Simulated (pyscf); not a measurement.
## Addition across a multiple bond or ene-type step: `[O]=[SiH2]` + `[NH3]` → `[NH2][SiH2][OH]`

Gas phase, singlet surface, charge 0. Bonds broken: N5–H6. Bonds formed: O1–H6, Si2–N5. Optimised with ωB97X-D3(BJ)/def2-SVP in PySCF. MP2 and CC: frozen core, UHF for open shells. ΔMP2 is the change of the MP2 total energy from the triple- to the quadruple-zeta basis.

Transition state (Å):

```xyz
8

O     -0.0454     0.6009     1.0714
Si    -1.0410    -0.3177     0.2263
H     -1.0282    -1.8034     0.3476
H     -2.4206     0.1318    -0.1152
N      0.0608     0.1209    -1.2529
H      0.4679     0.6554    -0.2414
H      0.6728    -0.5844    -1.6647
H     -0.2838     0.7465    -1.9819
```

One imaginary mode, 1354i cm⁻¹; descent along it reached the two sides named, in the forms told below.

```tsv
bond	change	reactant side (Å)	saddle	product side
N5–H6	breaks	1.026	1.214	3.2
O1–H6	forms	2.539	1.411	0.963
Si2–N5	forms	2.021	1.896	1.722
```

Electronic energies relative to the separated reactants (eV):

| level | barrier | reaction energy | reverse barrier |
|---|---|---|---|
| ωB97X-D3(BJ)/def2-TZVP | -0.92 | -2.73 | 1.82 |
| PBE/def2-TZVP | -0.90 | -2.39 | 1.50 |
| r²SCAN/def2-TZVP | -0.97 | -2.62 | 1.65 |
| B3LYP-D3(BJ)/def2-TZVP | -0.80 | -2.54 | 1.74 |
| PBE0-D3(BJ)/def2-TZVP | -1.01 | -2.71 | 1.70 |
| M06-2X/def2-TZVP | -0.98 | -2.82 | 1.83 |
| ωB97M-D3(BJ)/def2-TZVP | -0.85 | -2.64 | 1.79 |
| HF/def2-TZVP | -0.48 | -2.83 | 2.36 |
| MP2/def2-QZVPP | -0.84 | -2.60 | 1.76 |
| CCSD/def2-TZVPP | -0.73 | -2.65 | 1.93 |
| CCSD(T)/def2-TZVPP | -0.76 | -2.58 | 1.82 |
| CCSD(T)/def2-TZVPP + ΔMP2(QZVPP) | -0.78 | -2.61 | 1.83 |

With CCSD(T)/def2-TZVPP + ΔMP2(QZVPP) energies and thermal terms (ideal gas, 1 atm, RRHO with modes under 100 cm⁻¹ raised to 100, one conformer, R ln 2 for rigid chiral ones), in eV:

```tsv
T (K)	ΔH‡	ΔG‡	ΔH	ΔG
298	-0.80	-0.33	-2.54	-2.13
600	-0.81	0.16	-2.50	-1.72
900	-0.78	0.63	-2.44	-1.35
1200	-0.75	1.10	-2.39	-0.99
```

On the reactant side the descent ends in an adduct with a N–Si contact, 1.38 eV under the separated species and 0.46 eV under the saddle at ωB97X-D3(BJ)/def2-TZVP. At ωB97X-D3(BJ), PBE, r²SCAN, B3LYP-D3(BJ), PBE0-D3(BJ), M06-2X, ωB97M-D3(BJ), HF, MP2, CCSD, CCSD(T), CCSD(T) the saddle lies under the separated reactants, which points to a path from their complex (located at ωB97X-D3(BJ) alone). What is counted as formed (N–Si) is already present as a longer contact in the reactant adduct; forming that adduct is a step of its own. One saddle was located; it need not be the lowest between these sides. The CCSD(T) − MP2 part came from Ansatz, without density fitting, on the same reference.
